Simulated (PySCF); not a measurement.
**wB97M-V/def2-TZVPPD run of BH (SMILES [BH])**

What is the vertical singlet–triplet gap of BH at wB97M-V/def2-TZVPPD? Input form: a Python script.

Program for the calculation: PySCF 2.14.0.

3 further runs of the same task are left out: 1 that didn't finish, 2 set aside as unsound or not needed.

**1. The molecule**

BH: 2 atoms, total charge 0, spin state singlet. SMILES: `[BH]`. The bond length is the measured one.

Bond lengths: B1–H2 1.232 Å.

**2. The energy at wB97M-V/def2-TZVPPD**

calc.py

```python
from pyscf import gto, dft

molecule = gto.M(
    atom=[
    ('B', (0.000000, 0.000000, 0.000000)),
    ('H', (0.000000, 0.000000, 1.232400)),
],
    max_memory=1860,
    basis='def2-tzvppd',
    spin=0,
    verbose=4,
)

calc0 = dft.RKS(molecule, xc='wb97m-v')
calc0.conv_tol = 1e-10
calc0.grids.level = 5
calc0.nlcgrids.level = 1
calc0.kernel()
if not calc0.converged:
    calc0 = calc0.newton().run(calc0.mo_coeff, calc0.mo_occ)

e_tot = calc0.e_tot
print('E(%s) = %.9f' % ('WB97M-V', e_tot))
```

Started as:

```sh
$ OMP_NUM_THREADS=1 python calc.py
```

Log:

```text
PySCF version 2.14.0

[INPUT] num. atoms = 2
[INPUT] num. electrons = 6
[INPUT] charge = 0
[INPUT] spin (= nelec alpha-beta = 2S) = 0
[INPUT] symmetry False subgroup None
[INPUT] Mole.unit = angstrom
[INPUT] Symbol           X                Y                Z      unit          X                Y                Z       unit  Magmom
[INPUT]  1 B      0.000000000000   0.000000000000   0.000000000000 AA    0.000000000000   0.000000000000   0.000000000000 Bohr   0.0
[INPUT]  2 H      0.000000000000   0.000000000000   1.232400000000 AA    0.000000000000   0.000000000000   2.328898475914 Bohr   0.0

nuclear repulsion = 2.14693772687439
number of shells = 20
number of NR pGTOs = 71
number of NR cGTOs = 54
basis = def2-tzvppd
ecp = {}

******** <class 'pyscf.dft.rks.RKS'> ********
method = RKS
initial guess = minao
damping factor = 0
level_shift factor = 0
DIIS = <class 'pyscf.scf.diis.CDIIS'>
diis_start_cycle = 1
diis_space = 8
diis_damp = 0
SCF conv_tol = 1e-10
SCF conv_tol_grad = None
SCF max_cycles = 50
direct_scf = True
direct_scf_tol = 1e-13
XC library pyscf.dft.libxc version 7.0.0
    S. Lehtola, C. Steigemann, M. J.T. Oliveira, and M. A.L. Marques.,  SoftwareX 7, 1–5 (2018)
XC functionals = wb97m-v
radial grids:
    Treutler-Ahlrichs [JCP 102, 346 (1995); DOI:10.1063/1.469408] (M4) radial grids

becke partition: Becke, JCP 88, 2547 (1988); DOI:10.1063/1.454033
pruning grids: <function nwchem_prune>
grids dens level: 5
symmetrized grids: False
atomic radii adjust function: <function treutler_atomic_radii_adjust>
** Following is NLC and NLC Grids **
NLC functional = wb97m-v
radial grids:
    Treutler-Ahlrichs [JCP 102, 346 (1995); DOI:10.1063/1.469408] (M4) radial grids

becke partition: Becke, JCP 88, 2547 (1988); DOI:10.1063/1.454033
pruning grids: <function nwchem_prune>
grids dens level: 1
symmetrized grids: False
atomic radii adjust function: <function treutler_atomic_radii_adjust>
small_rho_cutoff = 0
Set gradient conv threshold to 1e-05
Initial guess from minao.
tot grids = 66704
tot grids = 7656
init E= -25.1109256767044
  HOMO = -0.19217705966282  LUMO = -0.0355462388694324  gap/eV = 4.26214
cycle= 1 E= -25.2727503263623  delta_E= -0.162  |g|= 0.122  |ddm|=  0.7
  HOMO = -0.341808144790104  LUMO = -0.0265055818695021  gap/eV = 8.57982
cycle= 2 E= -25.2795334210284  delta_E= -0.00678  |g|= 0.0303  |ddm|= 0.227
  HOMO = -0.325594191290834  LUMO = -0.00913113716168572  gap/eV = 8.61140
cycle= 3 E= -25.2799299937867  delta_E= -0.000397  |g|= 0.00688  |ddm|= 0.0506
  HOMO = -0.327289016716845  LUMO = -0.00991969710337521  gap/eV = 8.63606
cycle= 4 E= -25.2799773272785  delta_E= -4.73e-05  |g|= 0.00165  |ddm|= 0.0214
  HOMO = -0.327320324577498  LUMO = -0.0100330292917277  gap/eV = 8.63383
cycle= 5 E= -25.2799814854475  delta_E= -4.16e-06  |g|= 0.00031  |ddm|= 0.0067
  HOMO = -0.327312881794795  LUMO = -0.0100383863946709  gap/eV = 8.63348
cycle= 6 E= -25.2799816604488  delta_E= -1.75e-07  |g|= 3.89e-05  |ddm|= 0.00155
  HOMO = -0.327323193328018  LUMO = -0.0100454292550632  gap/eV = 8.63357
cycle= 7 E= -25.279981662961  delta_E= -2.51e-09  |g|= 3.98e-06  |ddm|= 0.000279
  HOMO = -0.327322937470042  LUMO = -0.0100451308040906  gap/eV = 8.63357
cycle= 8 E= -25.2799816629794  delta_E= -1.84e-11  |g|= 5.29e-07  |ddm|= 3.24e-05
  HOMO = -0.32732298562313  LUMO = -0.0100451860833404  gap/eV = 8.63357
Extra cycle  E= -25.2799816629797  delta_E= -2.52e-13  |g|= 1.59e-07  |ddm|= 3.37e-06
converged SCF energy = -25.2799816629797
E(WB97M-V) = -25.279981663
```

Wall time 9.3 s (1 thread of Arm Neoverse N1, shared host); peak memory 0.29 GiB.

**3. The triplet**

run.py

```python
from pyscf import gto, dft

system = gto.Mole()
system.atom = '''
B      0.000000     0.000000     0.000000
H      0.000000     0.000000     1.232400
'''
system.verbose = 3
system.max_memory = 1860
system.basis = 'def2-tzvppd'
system.spin = 2
system.build()

mf = dft.UKS(system)
mf.xc = 'wb97m-v'
mf.grids.level = 5
mf.nlcgrids.level = 1
mf.conv_tol = 1e-10
mf.kernel()
if not mf.converged:
    mf = mf.newton().run(mf.mo_coeff, mf.mo_occ)

energy = mf.e_tot
print(f'total energy: {energy:.8f} hartree')
```

Started as:

```sh
$ OMP_NUM_THREADS=1 python run.py
```

Log:

```text
WARN: HOMO -0.0355462388694217 >= LUMO -0.192177059662814

converged SCF energy = -25.2299031342263  <S^2> = 2.000653  2S+1 = 3.0004353
total energy: -25.22990313 hartree
```

It took 16 s on 1 thread of Arm Neoverse N1, shared host; peak memory 0.3 GiB.

**4. Results**

At wB97M-V/def2-TZVPPD:

| quantity | value |
| --- | --- |
| singlet: total energy | -25.27998 Eh |
| singlet: dipole moment | 1.52 D |
| singlet: HOMO energy | -8.91 eV |
| singlet: LUMO energy | -0.27 eV |
| singlet: HOMO–LUMO gap | 8.63 eV |
| triplet: total energy | -25.22990 Eh |
| triplet: dipole moment | 0.23 D |
| triplet: HOMO energy (highest over α and β) | -7.45 eV |
| triplet: LUMO energy (lowest over α and β) | -1.23 eV |
| triplet: ⟨S²⟩ | 2.001 |
| vertical energy of the triplet above the singlet | 1.363 eV |

What this shows: At this shape the triplet lies 1.36 eV (31 kcal/mol) above the singlet.
